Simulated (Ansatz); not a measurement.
Consider the atomization: `N[SiH]O`• → 4 H• + N• + O• + Si•.

Gas-phase electronic energies from Ansatz, PBE0-D4/def2-TZVP geometries. CCSD(T)/CBS adds triple-zeta CCSD(T) − MP2 to the extrapolated MP2 energy (def2 sets, frozen cores). This one scheme is used for every species, atoms too. Functionals use def2-TZVPP. B3LYP here is the variant with VWN-RPA as its local correlation; programs differ in this. HSE06 is defined as in plane-wave codes. No spin–orbit coupling; open shells (•) take unrestricted orbitals. Spin–orbit coupling would lower the free atoms: a little for O, Si. Each species was taken in one conformer, which may not be the lowest.

CCSD(T)/CBS gives +2359.6 kJ/mol.

Question: Another level gave +2326.6 kJ/mol. Which?
A. B3LYP-D4/def2-TZVPP
B. BLYP/def2-TZVPP
C. BLYP-D4/def2-TZVPP
D. HSE06/def2-TZVPP

Answer: D. HSE06 2326.6, BLYP-D4 2368.8, B3LYP-D4 2360.2, BLYP 2345.4 kJ/mol.

Largest T1 diagnostic among the species: 0.014.

In def2-TZVPP, CCSD(T) changes the Hartree–Fock value by +659.7 kJ/mol (the triples alone add +34.9 kJ/mol) and MP2 by +701.2 kJ/mol; breaking electron pairs costs correlation energy, which Hartree–Fock lacks. From PBE to PBE0 (25 % exact exchange), in def2-TZVPP and without D4, ΔE moves by −56.1 kJ/mol: exact exchange takes away binding that semilocal exchange gives to molecules. Leaving LDA and LC-ωPBE aside and taking each functional with its dispersion term where it has one, the values, not all of them listed here, spread over 116.5 kJ/mol, from BHLYP-D4 to PBE-D4. LDA lies +326.0 kJ/mol from PBE without D4, its usual overbinding.

For atomizations the MP2-based limit and the directly extrapolated one differ by several kJ/mol either way, and by 10 to 25 for some Ge, Se and Sn compounds, so smaller differences from it don't rank the levels.
